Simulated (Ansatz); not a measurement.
Species: OCl (charge 0, doublet). SMILES: [O]Cl
Coordinates optimised at B3LYP-D3(BJ)/def2-TZVP (Ansatz, an electronic-structure program):
```
Cl
O 1 1.5797
```
Charge 0, spin multiplicity 2.

Wanted: vertical ionisation energy (to the triplet state of charge +1; each state is the SCF solution reached for its spin; for the triplet T1 is 0.062), in eV. Cores are frozen in the correlated levels unless marked. Open shells are spin-unrestricted. No spin-orbit coupling. No relativistic terms. CBS(X,Y): correlation extrapolated as X^-3; Hartree-Fock from the larger set.

Measured: 11.01 eV (CCCBDB table in ASE); it holds spin-orbit and relativistic effects, which these rows lack, and core correlation, which the frozen-core levels lack. This is an older compilation, not checked against later work.

```csv
level,program,vertical ionisation energy (eV),error against measurement
PBE/def2-TZVPD,Ansatz,10.79,-0.22
wB97X-V/def2-TZVPD,Ansatz,11.11,0.10
CCSD/def2-SVPD,Ansatz,10.88,-0.13
CCSD/aug-cc-pV(Q+d)Z,Ansatz,11.07,0.06
CCSD(T)/aug-cc-pV(T+d)Z,Ansatz,10.89,-0.12
CCSD(T)/def2-TZVPPD,Ansatz,10.84,-0.17
"CCSD(T)/CBS(aug-cc-pV(T+d)Z,aug-cc-pV(Q+d)Z)",Ansatz,11.08,0.07
```
